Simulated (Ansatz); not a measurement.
# C3H7: the cost of one run

Program: Ansatz 0.2.0. Level of theory: UKS PBE0-D4/def2-mTZVP. These are calculated values, not measurements.

### Step 1. The system as given

Bond lengths: C3–C4 1.305 Å, C2–H5 1.078 Å, C2–H6 1.077 Å, C2–H7 1.079 Å, C3–H8 1.074 Å, C4–H9 1.085 Å, C4–H10 1.079 Å. Angles: C3–C4–H9 122.6°, C3–C4–H10 122.4°, H9–C4–H10 114.9°, C4–C3–H8 127.7°, H5–C2–H6 113.3°, H5–C2–H7 113.4°, H6–C2–H7 113.4°.

Coordinates:

```xyz
10

H     0.4068   -0.1889    0.1328
C     1.5745    0.1134    0.8315
C    -0.7537   -0.5621   -0.5440
C    -1.6860    0.3174   -0.7870
H     2.2775   -0.6528    0.5484
H     1.8668    1.0995    0.5118
H     1.2859    0.0682    1.8700
H    -0.7606   -1.6094   -0.7820
H    -2.6213    0.0599   -1.2736
H    -1.5897    1.3549   -0.5078
```

### Step 2. Pulling towards end A

Springs on the bonds that form and break draw the guess towards this end; the thresholds are loose.

Input file input.yaml:

```yaml
crystal:
  periodic: [false, false, false]
  atoms:
    - { symbol: H, position_ang: [0.4068, -0.1889, 0.1328] }
    - { symbol: C, position_ang: [1.5745, 0.1134, 0.8315] }
    - { symbol: C, position_ang: [-0.7537, -0.5621, -0.544] }
    - { symbol: C, position_ang: [-1.686, 0.3174, -0.787] }
    - { symbol: H, position_ang: [2.2775, -0.6528, 0.5484] }
    - { symbol: H, position_ang: [1.8668, 1.0995, 0.5118] }
    - { symbol: H, position_ang: [1.2859, 0.0682, 1.87] }
    - { symbol: H, position_ang: [-0.7606, -1.6094, -0.782] }
    - { symbol: H, position_ang: [-2.6213, 0.0599, -1.2736] }
    - { symbol: H, position_ang: [-1.5897, 1.3549, -0.5078] }
magnetization:
  spin_polarized: true
  initial_magnetization: 1
basis:
  gaussian: { orbitals: def2-mTZVP }
hamiltonian:
  xc: pbe0
  dispersion: d4
relax:
  f_tol: 0.15
  max_steps: 25
  restrain:
    - { distance: [0, 2], at: 2.37, k: 30.0 }
    - { distance: [1, 0], at: 1.07, k: 30.0 }
```

Command:

```sh
$ ansatz run input.yaml --threads 2 --pin off --max-ram 3072MiB --backend cpu --events-out ev --progress --plain --runs-dir out
```

What time and memory should one allow on 2 threads of Arm Neoverse V2, shared host?

About 14 s, with a peak of 0.17 GiB.
